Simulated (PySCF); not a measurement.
NaCl, SMILES [Na][Cl]. Heavy atoms are numbered as in [Na:1][Cl:2].

Coordinates come from a PBE-D3(BJ)/def2-TZVPD optimisation.

Calculation: r2SCAN/def2-TZVPD in PySCF.

Mulliken values depend strongly on the basis, most of all with diffuse functions as here. ESP charges are fitted to the potential on shells at 1.4 to 2.0 van der Waals radii. Atomic charges (e), one atom of each kind:

```json
[
 {"atom": "Na1", "IAO": "0.86", "Mulliken": "0.84", "ESP fit": "0.76"},
 {"atom": "Cl2", "IAO": "-0.86", "Mulliken": "-0.84", "ESP fit": "-0.76"}
]
```
